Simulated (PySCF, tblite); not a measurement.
# C₃H₈O: changes of charge, electronic excitations, EPR parameters, part 2 of 2

tblite 0.8.0 and PySCF 2.14.0. Atoms count from 0. Earlier steps stand in the parts before.

### Step 9. Infrared spectrum with GFN2-xTB

The job: settings as JSON, then the geometry in Å.

```
{"job": {"kind": "ir", "xc": "GFN2-xTB", "basis": "xTB"}, "charge": 1, "multiplicity": 2}
C     -1.530705    -0.003888     0.032478
C     -0.123171     0.167665    -0.479980
C      0.973080    -0.236152     0.468068
O      2.267239    -0.091138     0.071979
H     -1.671399    -0.951278     0.548812
H     -1.812231     0.789116     0.731957
H     -2.241149     0.073802    -0.790039
H     -0.006189    -0.451118    -1.390003
H      0.017157     1.193995    -0.852212
H      0.850097     0.315183     1.434584
H      0.871233    -1.285466     0.823903
H      2.408017     0.475587    -0.704716
```

Standard output:

```text
mode    cm-1     km/mol
  1      92.3      3.83
  2     134.7     88.46
  3     226.2    144.08
  4     290.0     14.04
  5     467.0      2.83
  6     640.3     76.51
  7     744.6     31.11
  8     911.2     25.14
  9     985.5     24.31
 10    1020.0     85.53
 11    1057.7     54.92
 12    1081.3    145.66
 13    1096.5     96.99
 14    1154.3     96.07
 15    1176.0    222.08
 16    1244.7     35.13
 17    1270.4    130.11
 18    1285.0     31.04
 19    1320.7     65.51
 20    1371.8    104.05
 21    1393.0    190.05
 22    1427.0     15.73
 23    2625.6     65.47
 24    2759.8     83.02
 25    2800.4     39.10
 26    2888.8     14.48
 27    2950.8     53.08
 28    3022.9     84.41
 29    3042.8      8.26
 30    3401.6    150.10
ZPE 262.478  H(298)-E 280.729  G(298)-E 186.555 kJ/mol  S 315.86 J/(mol K)
```

Run time: 0.15 s. Hardware: 1 thread of Intel Xeon 6975P-C, shared host.

The strongest bands and the atoms that carry them (share of the mass-weighted mode):

```
cm⁻¹  km/mol                                atoms
 226   144.1                             H11 56 %
1081   145.7                    H7 47 %, H11 11 %
1096    97.0            C1 33 %, C0 30 %, H8 11 %
1176   222.1  C2 31 %, O3 25 %, H9 14 %, H10 13 %
1270   130.1                    H10 45 %, H9 29 %
1372   104.0                     H4 42 %, H5 28 %
1393   190.1                     H6 42 %, H5 35 %
3402   150.1                             H11 94 %
```

### Step 10. Relaxing the molecule at PBE0-D3(BJ)/def2-SVP

This step treats C3H8O+ (doublet), labelled `CCC[OH+]` (the label fixes atoms and charge, not where charge and spin sit).

The job, as its differences from that of step 9:

```diff
@@ -1,2 +1,2 @@
-{"job": {"kind": "ir", "xc": "GFN2-xTB", "basis": "xTB"}, "charge": 1, "multiplicity": 2}
+{"job": {"xc": "PBE0", "basis": "def2-SVP", "d3": "d3bj", "grid": 1, "kind": "geom"}, "charge": 1, "multiplicity": 2}
 C     -1.530705    -0.003888     0.032478
```

Standard output:

```text
step   0  E = -193.61729505  max force = 0.036109
step   1  E = -193.62114386  max force = 0.006601
step   2  E = -193.62127826  max force = 0.003941
step   3  E = -193.62152534  max force = 0.005475
step   4  E = -193.62171371  max force = 0.003437
step   5  E = -193.62186281  max force = 0.002480
step   6  E = -193.62191534  max force = 0.000896
step   7  E = -193.62192624  max force = 0.000397
optimisation converged
```

It took 24 s on 1 thread of Intel Xeon 6975P-C, shared host; peak memory 0.42 GiB.

Step by step:

```
step  energy from step 0 (eV)  largest force component (eV/Å)
   0                   0.0000                          1.8568
   1                  -0.1047                          0.3394
   2                  -0.1084                          0.2027
   3                  -0.1151                          0.2815
   4                  -0.1202                          0.1767
   5                  -0.1243                          0.1275
   6                  -0.1257                          0.0461
   7                  -0.1260                          0.0204
```

Distances of close pairs at the start and the end, largest changes first:

```
  bond  before (Å)  after (Å)  change (Å)
C2–H10       1.113      1.148      +0.035
 C2–H9       1.119      1.149      +0.029
 C2–O3       1.361      1.337      -0.024
 C1–C2       1.505      1.487      -0.018
 C0–C1       1.508      1.522      +0.015
 C0–H4       1.088      1.100      +0.012
O3–H11       0.972      0.982      +0.010
 C1–H8       1.101      1.109      +0.008
```

The end geometry stands in the next job.

```
                         at the end point                 value
rotational constants (GHz, main isotopes)  26.861, 3.828, 3.560
                                     ⟨S²⟩                 0.755
```

### Step 11. Harmonic vibrations (C₃H₈O+ (doublet), CCC[OH+]): PBE0-D3(BJ)/def2-SVP

The job: settings as JSON, then the geometry in Å.

```
{"job": {"xc": "PBE0", "basis": "def2-SVP", "d3": "d3bj", "grid": 2, "kind": "hessian"}, "charge": 1, "multiplicity": 2}
C     -1.519700    -0.034453     0.074345
C     -0.135948     0.158434    -0.530092
C      0.967912    -0.120717     0.426206
O      2.253173     0.015609     0.082298
H     -1.676323    -1.068476     0.415835
H     -1.694453     0.646987     0.919948
H     -2.285107     0.180174    -0.682565
H     -0.000783    -0.497154    -1.414574
H     -0.015470     1.192468    -0.911653
H      0.871287     0.379686     1.455647
H      0.905369    -1.122485     0.983388
H      2.383688     0.320311    -0.842254
```

Standard output:

```text
coarse grid: 9304 points
cycle   1  E = -193.5293700908  dE =  6.356e-01  |g| = 3.489e-01  |ddm| = 2.251e+00
cycle   2  E = -193.4664561098  dE =  6.291e-02  |g| = 5.536e-01  |ddm| = 7.162e-01
cycle   3  E = -193.5859252206  dE = -1.195e-01  |g| = 8.152e-02  |ddm| = 4.318e-01
cycle   4  E = -193.5885737925  dE = -2.649e-03  |g| = 4.749e-02  |ddm| = 1.140e-01
cycle   5  E = -193.5895617086  dE = -9.879e-04  |g| = 1.113e-02  |ddm| = 3.876e-02
cycle   6  E = -193.5896330902  dE = -7.138e-05  |g| = 4.608e-03  |ddm| = 1.515e-02
cycle   7  E = -193.5896458021  dE = -1.271e-05  |g| = 1.950e-03  |ddm| = 7.182e-03
cycle   8  E = -193.5896481766  dE = -2.375e-06  |g| = 4.603e-04  |ddm| = 2.982e-03
final grid: 87808 points
cycle   9  E = -193.6219483781  dE = -1.306e-05  |g| = 6.648e-03  |ddm| = 1.450e-02
cycle  10  E = -193.6219059527  dE =  4.243e-05  |g| = 1.218e-02  |ddm| = 1.402e-02
cycle  11  E = -193.6219678902  dE = -6.194e-05  |g| = 1.075e-03  |ddm| = 9.121e-03
cycle  12  E = -193.6219684393  dE = -5.491e-07  |g| = 1.200e-04  |ddm| = 9.398e-04
cycle  13  E = -193.6219684478  dE = -8.563e-09  |g| = 6.918e-05  |ddm| = 1.609e-04
cycle  14  E = -193.6219684507  dE = -2.890e-09  |g| = 3.504e-05  |ddm| = 9.268e-05
cycle  15  E = -193.6219684516  dE = -9.026e-10  |g| = 1.162e-05  |ddm| = 6.017e-05
cycle  16  E = -193.6219684518  dE = -1.327e-10  |g| = 2.027e-06  |ddm| = 2.988e-05
cycle  17  E = -193.6219684518  dE = -6.025e-12  |g| = 7.472e-07  |ddm| = 5.071e-06
converged SCF energy = -193.6219684518

mode    cm-1
  1      80.7
  2     206.3
  3     265.6
  4     358.1
  5     477.2
  6     612.0
  7     785.3
  8     892.7
  9     986.1
 10    1034.5
 11    1066.5
 12    1068.0
 13    1069.9
 14    1148.0
 15    1243.5
 16    1294.6
 17    1314.7
 18    1375.1
 19    1412.1
 20    1434.1
 21    1473.8
 22    1475.1
 23    2547.0
 24    2710.8
 25    3000.9
 26    3049.8
 27    3076.3
 28    3173.2
 29    3192.3
 30    3647.9
ZPE 271.984  H(298)-E 289.564  G(298)-E 197.047 kJ/mol  S 310.30 J/(mol K)
```

Wall time 2.9 min (1 thread of Intel Xeon 6975P-C, shared host); peak memory 1.6 GiB.

Zero-point energy 271.98 kJ/mol (xTB gave 262.48).

### Step 12. Single point (C₃H₈O): wB97X-D3(BJ)/ma-def2-TZVP

Geometry: PBE0-D3(BJ)/def2-SVP, that of another charge or spin state.

The job, as its differences from that of step 11:

```diff
@@ -1,2 +1,2 @@
-{"job": {"xc": "PBE0", "basis": "def2-SVP", "d3": "d3bj", "grid": 2, "kind": "hessian"}, "charge": 1, "multiplicity": 2}
+{"job": {"kind": "sp", "xc": "wB97X", "basis": "ma-def2-TZVP", "d3": "d3bj", "grid": 2}, "charge": 0, "multiplicity": 1}
 C     -1.519700    -0.034453     0.074345
```

Standard output:

```text
coarse grid: 9304 points
cycle   1  E = -194.4382118992  dE =  4.709e-01  |g| = 5.711e-01  |ddm| = 2.215e+00
cycle   2  E = -194.4457470860  dE = -7.535e-03  |g| = 5.832e-01  |ddm| = 6.962e-01
cycle   3  E = -194.4994406698  dE = -5.369e-02  |g| = 3.911e-02  |ddm| = 3.192e-01
cycle   4  E = -194.4997642617  dE = -3.236e-04  |g| = 1.384e-02  |ddm| = 3.928e-02
cycle   5  E = -194.4998103262  dE = -4.606e-05  |g| = 4.140e-03  |ddm| = 1.636e-02
cycle   6  E = -194.4998147693  dE = -4.443e-06  |g| = 6.237e-04  |ddm| = 4.847e-03
final grid: 87808 points
cycle   7  E = -194.4913354464  dE = -4.318e-05  |g| = 3.730e-03  |ddm| = 3.509e-02
cycle   8  E = -194.4913360599  dE = -6.135e-07  |g| = 3.359e-03  |ddm| = 4.192e-03
cycle   9  E = -194.4913379660  dE = -1.906e-06  |g| = 3.772e-04  |ddm| = 1.774e-03
cycle  10  E = -194.4913379904  dE = -2.439e-08  |g| = 1.606e-04  |ddm| = 4.101e-04
cycle  11  E = -194.4913379963  dE = -5.924e-09  |g| = 1.941e-05  |ddm| = 1.365e-04
converged SCF energy = -194.4913379963
```

Run time: 5 s. Hardware: 1 thread of Intel Xeon 6975P-C, shared host; peak memory 0.63 GiB.

### Step 13. Single point (C₃H₈O+ (doublet), CCC[OH+]): wB97X-D3(BJ)/ma-def2-TZVP

Geometry: PBE0-D3(BJ)/def2-SVP.

The job, as its differences from that of step 12:

```diff
@@ -1,2 +1,2 @@
-{"job": {"kind": "sp", "xc": "wB97X", "basis": "ma-def2-TZVP", "d3": "d3bj", "grid": 2}, "charge": 0, "multiplicity": 1}
+{"job": {"kind": "sp", "xc": "wB97X", "basis": "ma-def2-TZVP", "d3": "d3bj", "grid": 2}, "charge": 1, "multiplicity": 2}
 C     -1.519700    -0.034453     0.074345
```

Standard output:

```text
final grid: 87808 points
cycle   1  E = -194.1022286700  dE = -2.038e-02  |g| = 3.183e-01  |ddm| = 4.294e-01
cycle   2  E = -194.0960459949  dE =  6.183e-03  |g| = 3.479e-01  |ddm| = 2.932e-01
cycle   3  E = -194.1359676104  dE = -3.992e-02  |g| = 3.289e-02  |ddm| = 1.606e-01
cycle   4  E = -194.1364824219  dE = -5.148e-04  |g| = 7.538e-03  |ddm| = 2.029e-02
cycle   5  E = -194.1365672697  dE = -8.485e-05  |g| = 3.910e-03  |ddm| = 1.267e-02
cycle   6  E = -194.1365996212  dE = -3.235e-05  |g| = 2.034e-03  |ddm| = 7.377e-03
cycle   7  E = -194.1366108354  dE = -1.121e-05  |g| = 9.327e-04  |ddm| = 4.741e-03
cycle   8  E = -194.1366138287  dE = -2.993e-06  |g| = 3.614e-04  |ddm| = 3.077e-03
cycle   9  E = -194.1366141284  dE = -2.997e-07  |g| = 1.076e-04  |ddm| = 1.007e-03
cycle  10  E = -194.1366141531  dE = -2.475e-08  |g| = 2.563e-05  |ddm| = 3.447e-04
cycle  11  E = -194.1366141540  dE = -9.312e-10  |g| = 1.085e-05  |ddm| = 5.166e-05
converged SCF energy = -194.1366141540
```

Wall time 12 s (1 thread of Intel Xeon 6975P-C, shared host); peak memory 0.74 GiB.

### Step 14. Changes of charge: wB97X-D3(BJ)/ma-def2-TZVP

This step combines the energies above: geometries from PBE0-D3(BJ)/def2-SVP, zero-point and thermal terms from PBE0-D3(BJ)/def2-SVP.

The job: settings as JSON, then the geometry in Å.

```
{"job": {"kind": "rx", "dirs": [1], "geom": {"xc": "PBE0", "basis": "def2-SVP", "d3": "d3bj", "grid": 1}, "hess": 1, "level": {"xc": "wB97X", "basis": "ma-def2-TZVP", "d3": "d3bj"}}, "charge": 0, "multiplicity": 1}
C     -1.527663     0.003595     0.043450
C     -0.127105     0.087918    -0.540152
C      0.963426    -0.224110     0.472241
O      2.252331    -0.208735    -0.077791
H     -1.742513    -1.008695     0.421602
H     -1.656654     0.702858     0.885342
H     -2.294035     0.245480    -0.707397
H     -0.016443    -0.606730    -1.389488
H      0.046424     1.100992    -0.948416
H      0.875201     0.469254     1.335411
H      0.811890    -1.238764     0.876528
H      2.414724     0.674617    -0.424445
```

Output (the driver's rows laid out field by field):

```text
ionisation and electron attachment, wB97X-D3(BJ)/ma-def2-TZVP // PBE0-D3(BJ)/def2-SVP

row 1
  change                  oxidation
  charge                  1
  multiplicity            2
  vertical_ev             10.4946
  vertical_s2             0.755
  formula                 C3H8O
  smiles                  CCC[OH+]
  kept                    yes
  pieces                  1
  point_group             C1
  adiabatic_electronic_ev 10.3064
  adiabatic_ev            10.1559
  free_energy_ev          10.1322
  s2                      0.755
  bonds_moved             2 3 1.401 1.337; 2 10 1.103 1.148; 2 9 1.111 1.149; 1 2 1.52 1.487
  spin_on                 3 O 0.518; 9 H 0.162; 10 H 0.158; 2 C 0.137
  charge_moved            3 O 0.368; 9 H 0.182; 10 H 0.149; 11 H 0.082
  vertical_back_ev        9.6525
  relaxation_parent_ev    0.6539
  relaxation_ion_ev       0.1882
  reorganisation_ev       0.8421
```

Wall time 5.5 min (1 thread of Intel Xeon 6975P-C, shared host); peak memory 0.74 GiB.

Energy taken up on oxidation, or given off on reduction (eV; adiabatic with zero-point energy):

```
                    change   product  vertical  adiabatic  free energy  reorganisation  ⟨S²⟩
oxidation (multiplicity 2)  CCC[OH+]     10.49      10.16        10.13            0.84  0.76
```

On oxidation to multiplicity 2 charge changes most on O3 (+0.37 e), H9 (+0.18 e), H10 (+0.15 e); the spin sits on O3 (0.52), H9 (0.16), H10 (0.16); the bond C2–O3 goes from 1.401 to 1.337 Å.

### Step 15. Electronic excitations: TDDFT B3LYP/def2-SVPD

The job, as its differences from that of step 14:

```diff
@@ -1,2 +1,2 @@
-{"job": {"kind": "rx", "dirs": [1], "geom": {"xc": "PBE0", "basis": "def2-SVP", "d3": "d3bj", "grid": 1}, "hess": 1, "level": {"xc": "wB97X", "basis": "ma-def2-TZVP", "d3": "d3bj"}}, "charge": 0, "multiplicity": 1}
+{"job": {"kind": "uv", "xc": "B3LYP", "basis": "def2-SVPD", "nstates": 6, "ntriplets": 0}, "charge": 0, "multiplicity": 1}
 C     -1.527663     0.003595     0.043450
```

Method: TDDFT B3LYP/def2-SVPD, vertical, gas phase, core orbitals frozen in the response.

Standard output:

```text
coarse grid: 9304 points
cycle   1  E = -194.1018350774  dE =  1.976e-01  |g| = 6.438e-01  |ddm| = 4.127e+00
cycle   2  E = -193.9821380046  dE =  1.197e-01  |g| = 1.021e+00  |ddm| = 1.498e+00
cycle   3  E = -194.1871698103  dE = -2.050e-01  |g| = 9.137e-02  |ddm| = 8.889e-01
cycle   4  E = -194.1886721050  dE = -1.502e-03  |g| = 3.852e-02  |ddm| = 1.314e-01
cycle   5  E = -194.1890415807  dE = -3.695e-04  |g| = 4.409e-03  |ddm| = 4.756e-02
cycle   6  E = -194.1890458028  dE = -4.222e-06  |g| = 7.984e-04  |ddm| = 7.654e-03
final grid: 87808 points
cycle   7  E = -194.2296943058  dE = -3.352e-05  |g| = 4.830e-03  |ddm| = 7.650e-02
cycle   8  E = -194.2296904440  dE =  3.862e-06  |g| = 6.251e-03  |ddm| = 1.269e-02
cycle   9  E = -194.2297003312  dE = -9.887e-06  |g| = 5.369e-04  |ddm| = 6.710e-03
cycle  10  E = -194.2297003802  dE = -4.907e-08  |g| = 1.951e-04  |ddm| = 6.531e-04
cycle  11  E = -194.2297003872  dE = -6.974e-09  |g| = 2.748e-05  |ddm| = 1.825e-04
cycle  12  E = -194.2297003874  dE = -1.750e-10  |g| = 8.250e-06  |ddm| = 6.227e-05
converged SCF energy = -194.2297003874

Static polarisability (au): isotropic 45.341, principal 41.333 43.843 50.847

Singlet excitations
state   eV       nm        f      main configurations
  1   6.7480    183.7   0.00647   H->L 0.93
  2   7.4316    166.8   0.00696   H->L+1 0.91
  3   7.9997    155.0   0.02371   H->L+2 0.97
  4   8.1372    152.4   0.01134   H-1->L 0.96
  5   8.3283    148.9   0.04149   H->L+3 0.96
  6   8.6049    144.1   0.01950   H-1->L+1 0.89
```

Run time: 6.7 s. Hardware: 1 thread of Intel Xeon 6975P-C, shared host; peak memory 0.63 GiB.

The orbitals next to the gap, with their largest atomic shares:

```
orbital     eV                       atoms
 HOMO−3  -9.87   C0 27 %, C1 27 %, O3 10 %
 HOMO−2  -9.53   C0 22 %, C1 20 %, O3 17 %
 HOMO−1  -8.89   O3 25 %, C2 22 %, C1 16 %
   HOMO  -7.65    O3 60 %, C2 14 %, C1 9 %
   LUMO   0.31  O3 24 %, H11 18 %, C2 14 %
 LUMO+1   0.63   C0 26 %, O3 12 %, H6 11 %
 LUMO+2   1.31   H8 13 %, O3 13 %, H9 13 %
```

With each of the 6 states as a Gaussian band of 0.4 eV half-width at 1/e, the curve within the window shown has maxima at 182 nm (ε 280), 150 nm (ε 3,100) L/(mol cm). Beyond the last state computed it falls off for lack of states. The curve at chosen wavelengths:

```tsv
nm	ε (L/mol/cm)
139	677
141	1183
144	2089
146	2624
149	3046
151	2999
154	2513
156	2040
159	1344
161	981
164	625
166	487
169	362
171	312
174	272
176	265
179	274
181	280
184	274
186	256
189	208
191	170
194	114
196	83
199	47
201	30
```

Ground-state properties from the same run:

```
           property  computed
  dipole moment (D)      1.75
polarisability (Å³)      6.72
 HOMO–LUMO gap (eV)      7.95
      −ε(HOMO) (eV)      7.65
```

### Step 16. EPR parameters (C3H8O+ (doublet), CCC[OH+]): UKS B3LYP, pcH-1 on C H O

The job: settings as JSON, then the geometry in Å.

```
{"job": {"kind": "epr", "basis": "pcH-1"}, "charge": 1, "multiplicity": 2}
C     -1.519700    -0.034453     0.074345
C     -0.135948     0.158434    -0.530092
C      0.967912    -0.120717     0.426206
O      2.253173     0.015609     0.082298
H     -1.676323    -1.068476     0.415835
H     -1.694453     0.646987     0.919948
H     -2.285107     0.180174    -0.682565
H     -0.000783    -0.497154    -1.414574
H     -0.015470     1.192468    -0.911653
H      0.871287     0.379686     1.455647
H      0.905369    -1.122485     0.983388
H      2.383688     0.320311    -0.842254
```

With the program's defaults for keys left out, this is: UKS B3LYP, pcH-1 on C H O, non-relativistic, mean-field spin-orbit, GIAO.

Standard output:

```text
UKS, coarse grid
  cycle   1  E = -193.93392198  |g| = 3.96e-01
  cycle   2  E = -193.82986617  |g| = 6.73e-01
  cycle   3  E = -193.99620851  |g| = 1.15e-01
  cycle   4  E = -194.00116078  |g| = 5.96e-02
  cycle   5  E = -194.00265992  |g| = 1.16e-02
  cycle   6  E = -194.00271971  |g| = 5.01e-03
  cycle   7  E = -194.00273100  |g| = 2.41e-03
  cycle   8  E = -194.00273432  |g| = 5.07e-04
UKS, final grid
  cycle   1  E = -194.00275356  |g| = 8.33e-04
  cycle   2  E = -194.00275251  |g| = 1.92e-03
  cycle   3  E = -194.00275386  |g| = 9.46e-05
  cycle   4  E = -194.00275386  |g| = 5.72e-05
  cycle   5  E = -194.00275387  |g| = 1.16e-05
E = -194.00275387 Eh   <S^2> = 0.7543 (exact 0.7500)
g shifts (ppm)      1          2          3
  rmc          -223       -223       -223
  gc              1         25         19
  oz_so           0       3434       8159
  total        -222       3237       7955
hyperfine (MHz)  atom isotope    a_iso     a_fc   dipolar eigenvalues
    0   13C      -1.34      -1.34     -0.54     -0.39      0.93
    1   13C     -10.98     -10.98     -3.81     -1.48      5.28
    2   13C     -42.93     -42.93    -24.18    -17.41     41.59
    3   17O     -40.52     -40.52   -162.21     79.84     82.37
    4    1H       0.73       0.73     -2.10     -1.95      4.05
    5    1H       0.81       0.81     -2.11     -1.95      4.07
    6    1H      -1.10      -1.10     -1.19     -1.17      2.36
    7    1H      80.10      80.10     -4.80     -1.63      6.43
    8    1H      74.37      74.37     -4.79     -1.64      6.43
    9    1H     483.82     483.82    -16.15    -11.86     28.02
   10    1H     472.94     472.94    -16.07    -11.81     27.88
   11    1H     -39.77     -39.77    -35.51    -13.72     49.23
```

Wall time 13 s (1 thread of Intel Xeon 6975P-C, shared host); peak memory 0.57 GiB.

Principal g values 2.00210, 2.00556, 2.01027; g(iso) = 2.00598, against 2.00232 for a free electron.

Mean a(iso) over the nuclei that a row names, and the largest dipolar term of the row (other rows stand at the frozen geometry):

```
    nuclei  isotope  a(iso) (MHz)  a(iso) (G, at g = 2.0023)  largest dipolar term (MHz)
   H9, H10       1H         478.4                      170.7                        28.0
    H7, H8       1H          77.2                       27.6                         6.4
        C2      13C         -42.9                      -15.3                        41.6
        O3      17O         -40.5                      -14.5                      -162.2
       H11       1H         -39.8                      -14.2                        49.2
        C1      13C         -11.0                       -3.9                         5.3
        C0      13C          -1.3                       -0.5                         0.9
H4, H5, H6       1H           0.1                        0.1                         4.1
```

Mulliken spin populations:

```
atom  value (e)
  C0       0.00
  C1       0.00
  C2       0.08
  O3       0.49
  H4       0.00
  H5       0.00
  H6       0.00
  H7       0.04
  H8       0.03
  H9       0.20
 H10       0.19
 H11      -0.01
```

In first order the couplings over 0.8 MHz of 1H give 18 distinct lines over 410.7 G, if the averaged nuclei exchange fast.

### Step 17. Spectra of the species

The job: settings as JSON, then the geometry in Å.

```
{"job": {"kind": "rx", "dirs": [1], "geom": {"xc": "PBE0", "basis": "def2-SVP", "d3": "d3bj", "grid": 1}, "hess": 1, "level": {"xc": "wB97X", "basis": "ma-def2-TZVP", "d3": "d3bj"}, "spectra": true}, "charge": 0, "multiplicity": 1}
C     -1.527663     0.003595     0.043450
C     -0.127105     0.087918    -0.540152
C      0.963426    -0.224110     0.472241
O      2.252331    -0.208735    -0.077791
H     -1.742513    -1.008695     0.421602
H     -1.656654     0.702858     0.885342
H     -2.294035     0.245480    -0.707397
H     -0.016443    -0.606730    -1.389488
H      0.046424     1.100992    -0.948416
H      0.875201     0.469254     1.335411
H      0.811890    -1.238764     0.876528
H      2.414724     0.674617    -0.424445
```

Standard output:

```text
uv CCCO +0: TDDFT B3LYP/def2-SVPD, vertical, gas phase, core orbitals frozen in the response
epr CCC[OH+] +1: UKS B3LYP, pcH-1 on C H O, non-relativistic, mean-field spin-orbit, GIAO
```

Wall time 20 s (1 thread of Intel Xeon 6975P-C, shared host); peak memory 0.57 GiB.

This step only lists the spectra that were run on the species above.

### Step 18. Results

This closing draws on all 2 parts.

| quantity | value |
| --- | --- |
| strongest single infrared mode (GFN2-xTB) | 350 cm⁻¹, 153 km/mol |
| zero-point energy (GFN2-xTB) | 66.8 kcal/mol |
| point group | C1 |
| rotational constants (main isotopes) | 26.27, 3.79, 3.56 GHz |
| surface potential, 1st and 99th percentile | -1.62 V and 2.07 V |
| ionisation energy (wB97X-D3(BJ)/ma-def2-TZVP) | vertical 10.49 eV, adiabatic 10.16 eV |
| lowest singlet (B3LYP/def2-SVPD) | 6.75 eV (184 nm), f = 0.006 |
| brightest single state of those computed | state 5, 8.33 eV, f = 0.041 |

In words: All 30 modes are real, so the xTB geometry is a minimum. The strongest single mode, at 350 cm⁻¹, moves mainly H11. Unscaled tight-binding wavenumbers are off by several per cent, some by more. Its intensities can rank the bands wrongly. Relaxing lowered the energy by 0.030 eV in 4 steps; the close pair that moved most is C0–H4, from 1.088 to 1.102 Å (PBE0/def2-SVP). At wB97X-D3(BJ)/ma-def2-TZVP, relaxation with the zero-point term after oxidation moves the energy taken up from 10.49 eV (vertical) to 10.16 eV (adiabatic, with zero-point energy). The lowest singlet, at 6.75 eV, is HOMO→LUMO 0.93 and is weak; of the 6 states computed, the strongest absorption comes from state 5 at 8.33 eV. States above −ε(HOMO) lie where TDDFT describes them poorly and they hang on the basis; the brightest is among them.
